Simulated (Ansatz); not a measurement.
# Relative stability

Two isomers of Si$_{2}$H$_{3}$O (charge +1), singlet, relaxed at PBE0-D4/def2-TZVP (vibrations not checked).

A:

```xyz
6
angstrom
O 0.9621 -2.5652 1.1770
Si 0.4809 -1.2826 0.5883
Si -0.3089 0.8237 -0.3779
H -1.4992 0.3048 -1.0792
H 0.8824 1.1488 -1.1859
H -0.5173 1.5705 0.8778
```

B:

```
6
angstrom
O 0.0859 -0.9640 0.3811
Si -1.1423 -0.4980 -0.5923
Si 0.6236 0.6416 0.1991
H -2.1455 -1.5488 -0.9064
H 1.7812 0.8334 -0.6861
H 0.4207 1.5207 1.3595
```

Ansatz 0.2.0; basis: def2-TZVPP; cores frozen in the correlated methods. B3LYP uses VWN-RPA correlation.

(1) Which structure is lower at CCSD(T), and by how much? (An estimate is asked for; the value comes from the calculation.)

The T1 diagnostic stays at or below 0.026. The T1 diagnostic is large here, which may signal multireference character or strong orbital relaxation, so CCSD(T) is less sure.

## Answers

(1) Computed: B, by 0.738 eV (electronic energy, against the other). By their contacts, A is Si₂H₃O ([O][Si][SiH3]), total charge +1 and B is Si₂H₃O ([O]1[SiH][SiH2]1), total charge +1.

All methods give the same order:

| method | E(B) − E(A) (eV) |
| --- | --- |
| PBE-D4 | -0.664 |
| r2SCAN-D4 | -0.827 |
| PBE0-D4 | -0.875 |
| B3LYP-D4 | -0.749 |
| wB97M-V | -0.873 |
| HF | -1.082 |
| MP2 | -0.672 |
| CCSD | -0.837 |
| CCSD(T) | -0.738 |

Labels in which every atom is bracketed show which atoms are joined, not bond orders.
